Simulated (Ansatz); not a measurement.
Mulliken charges of `CSC(=O)O` from r2SCAN/def2-TZVPP in Ansatz (PBE0-D4/def2-TZVP geometry).

```tsv
atom	x (Å)	y (Å)	z (Å)	charge (e)
C1	-0.575	-1.067	-0.817	-0.151
S2	1.124	-0.631	-0.414	-0.028
C3	0.954	0.775	0.621	0.314
O4	1.900	1.343	1.087	-0.338
O5	-0.322	1.141	0.834	-0.280
H6	-1.070	-0.259	-1.353	0.091
H7	-0.506	-1.942	-1.464	0.084
H8	-1.136	-1.323	0.079	0.091
H9	-0.280	1.917	1.411	0.217
```

By hand: the dipole of these point charges (1 e Å = 4.8032 D).

Σ q r = (-0.501, -0.242, -0.204) e Å, of length 0.593 e Å = 2.85 D.

How does the dipole of the full density compare? (Estimate.)

Computed: (-0.655, -0.118, -0.118) e Å, 3.25 D; the point charges give 0.88 times that, at 18° from its direction.

Point charges leave out the atoms' own dipoles, such as those of lone pairs, and Mulliken's split depends on the basis, so the close match here is no proof of good charges.
